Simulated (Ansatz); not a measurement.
# H₂O+ (quartet): from Hartree-Fock to the top rungs, def2-QZVPP

The task here is to estimate one member of a computed series from the others.

Method: def2-QZVPP, core rule «outside noble gas», up to 1 orbitals frozen; program: Ansatz 0.2.0, Gaussian basis.

Plan: UHF; ROHF; CCSD(T) on UHF.

### The system

The geometry is a PBE0/def2-TZVP stationary point (not a proven minimum) of the parent state, kept for this charge and spin.

3 atoms, charge 1, spin multiplicity 4.

Atoms are counted from 1 here; the program's logs count them from 0.

Bond lengths: O1–H2 1.004 Å, O1–H3 1.004 Å. Angles: H2–O1–H3 109.8°.

Geometry (Å):

```xyz
3
charge 1, multiplicity 4
O     0.0000   -0.0646    0.0000
H     0.0000    0.5128   -0.8211
H     0.0000    0.5128    0.8211
```

Set-up of the first run:

The input, in.yaml:

```yaml
crystal:
  periodic: [false, false, false]
  atoms:
    - {symbol: O, position_ang: [0.000000, -0.064607, 0.000000]}
    - {symbol: H, position_ang: [0.000000, 0.512764, -0.821140]}
    - {symbol: H, position_ang: [0.000000, 0.512764, 0.821140]}
basis:
  gaussian: {orbitals: "def2-QZVPP.json"}
total_charge: 1
magnetization: {spin_polarized: true, initial_magnetization: 3}
hamiltonian: {xc: hf}
output: {orbitals: {seedname: orbitals}}
```

The run is started by

```console
$ ansatz run in.yaml --threads 1 --pin off --events-out ev --progress --plain --max-ram 2393MiB
```

Among the steps run: UHF; ROHF; CCSD(T) on UHF.

One table of the session follows, with a row left open; its other results are not shown here.

It belongs to the step «Misses and costs». 

| method | from UCCSD(T) (meV) |
| --- | --- |
| ROHF | +5511.5 |
| UHF | +5329.9 |
| UMP2 | +652.6 |
| UCCSD | ? |
| UCCSD(T) | 0 |

Estimate the missing values for UCCSD.

**Answer.** from UCCSD(T) (meV): +137.5. In the column «from UCCSD(T) (meV)» it lies between UCCSD(T) (0) and UMP2 (+652.6).
